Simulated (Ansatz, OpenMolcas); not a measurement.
## Worked example: vertical ionisation energy of CH2 (SMILES [CH2])

CH2: 3 atoms, total charge 0, spin state triplet. SMILES: `[CH2]`. Geometry: relaxed at GFN2-xTB.

| atom | x (Å) | y (Å) | z (Å) |
| --- | --- | --- | --- |
| C | 0.1612 | -0.2062 | 0.0679 |
| H | 0.5484 | 0.7317 | 0.3808 |
| H | -0.7096 | -0.5255 | -0.4488 |

Both states at this one shape; open shells run unrestricted unless said. 1 Eh = 27.2114 eV.

| level | program | triplet CH2 (Eh) | doublet [CH2]+ (Eh) |
| --- | --- | --- | --- |
| USVWN5/6-31G | OpenMolcas | -38.734100 | -38.346247 |
| U-revPBE/cc-pVDZ | Ansatz | -39.141433 | -38.756636 |
| UPBE0/6-31G* (spherical functions) | OpenMolcas | -39.096737 | -38.713232 |
| RPA@PBE/cc-pVDZ, 1 core orbital frozen | Ansatz | -39.108587 | -38.733590 |

Problem. Work out the vertical ionisation energy at each level.

Solution. 
1. USVWN5/6-31G: -38.346247 − (-38.734100) = 0.387853 Eh = 10.55 eV.
2. U-revPBE/cc-pVDZ: -38.756636 − (-39.141433) = 0.384797 Eh = 10.47 eV.
3. UPBE0/6-31G* (spherical functions): -38.713232 − (-39.096737) = 0.383505 Eh = 10.44 eV.
4. RPA@PBE/cc-pVDZ: -38.733590 − (-39.108587) = 0.374997 Eh = 10.20 eV.

No measured value is set beside it here; the levels span 10.20 to 10.55 eV.
